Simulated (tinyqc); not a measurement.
Inside a calculation. Method: CIS on RHF in the sto-6g basis, for HF, spin multiplicity 1. One step of it, computed by the program tinyqc.

Question. CIS matrix, triplets. A(ia,jb) = (e_a - e_i) d_ij d_ab - (ij|ab).

orbital energies (hartree): MO1 -26.256328, MO2 -1.439977, MO3 -0.525807, MO4 -0.471281, MO5 -0.471281, MO6 0.424673

Two-electron integrals over orbitals (pq|rs), unique and non-zero (hartree):
```
(11|11) 5.382054    (21|11) -0.530062   (21|21) 0.084172    (22|11) 1.242926
(22|21) -0.023442   (22|22) 0.870128    (31|11) 0.122227    (31|21) -0.018611
(31|22) 0.008554    (31|31) 0.019694    (32|11) -0.134098   (32|21) 0.006554
(32|22) -0.041417   (32|31) 0.020692    (32|32) 0.143851    (33|11) 0.927290
(33|21) -0.008768   (33|22) 0.716973    (33|31) -0.003243   (33|32) -0.023909
(33|33) 0.705523    (41|41) 0.030364    (42|41) 0.039779    (42|42) 0.187500
(43|41) -0.008298   (43|42) -0.032364   (43|43) 0.038862    (44|11) 1.265984
(44|21) -0.014067   (44|22) 0.892764    (44|31) 0.003116    (44|32) -0.071102
(44|33) 0.704747    (44|44) 0.998085    (51|51) 0.030364    (52|51) 0.039779
(52|52) 0.187500    (53|51) -0.008298   (53|52) -0.032364   (53|53) 0.038862
(54|54) 0.053789    (55|11) 1.265984    (55|21) -0.014067   (55|22) 0.892764
(55|31) 0.003116    (55|32) -0.071102   (55|33) 0.704747    (55|44) 0.890506
(55|55) 0.998085    (61|11) 0.130760    (61|21) -0.021932   (61|22) 0.002629
(61|31) -0.011313   (61|32) -0.023993   (61|33) 0.007524    (61|44) 0.003317
(61|55) 0.003317    (61|61) 0.022498    (62|11) -0.188373   (62|21) 0.005068
(62|22) -0.101293   (62|31) -0.020116   (62|32) -0.068366   (62|33) -0.026823
(62|44) -0.099014   (62|55) -0.099014   (62|61) 0.017926    (62|62) 0.092067
(63|11) -0.401030   (63|21) 0.006281    (63|22) -0.216111   (63|31) 0.001818
(63|32) 0.086677    (63|33) -0.103519   (63|44) -0.230158   (63|55) -0.230158
(63|61) -0.005016   (63|62) 0.043857    (63|63) 0.214219    (64|41) -0.008156
(64|42) -0.032865   (64|43) -0.020333   (64|64) 0.029534    (65|51) -0.008156
(65|52) -0.032865   (65|53) -0.020333   (65|65) 0.029534    (66|11) 0.855630
(66|21) -0.008734   (66|22) 0.652691    (66|31) 0.011912    (66|32) 0.054544
(66|33) 0.659126    (66|44) 0.632710    (66|55) 0.632710    (66|61) -0.008146
(66|62) -0.059121   (66|63) -0.019895   (66|66) 0.692264
```

Give: CIS matrix A, triplet.

Answer.

CIS matrix A, triplet (hartree), lower triangle:
```
        1>6     2>6    3>6    4>6    5>6
1>6  25.825
2>6   0.009   1.212
3>6  -0.012  -0.055  0.291
4>6   0.000   0.000  0.000  0.263
5>6   0.000   0.000  0.000  0.000  0.263
```
